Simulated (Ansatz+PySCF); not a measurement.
The numbers below are computed, except where a source is named.
## Several solutions for singlet CH3NO

```xyz
6

C    -0.0098   -0.4102   -0.0535
O    -0.0017   -0.3926    1.1441
N    -0.0041    0.6814   -0.8453
H     0.0070   -1.3582   -0.6472
H     0.0098    0.5952   -1.8611
H    -0.0077    1.6074   -0.4321
```

Basis set: def2-SVP (spherical functions). Charge 0, multiplicity 1.

CASSCF(4,3) was run from several starts with Ansatz (development build ahead of 0.2.0) and PySCF 2.14.0. The starts are those of the Hartree–Fock orbitals from which the active space was taken at the frontier.

```tsv
run	program	start	converged	energy (hartree)	<S²>
A	Ansatz	stability test followed	yes	-168.83386	0.00
B	Ansatz	search for the lowest state	yes	-168.83386	0.00
C	Ansatz	atomic start, no search	yes	-168.83386	0.00
D	PySCF	program defaults	no	–	–
```

Which runs reached the lowest solution of this kind, and what is wrong with the others?

A, B, C reached the lowest solution found. Not converged: D.
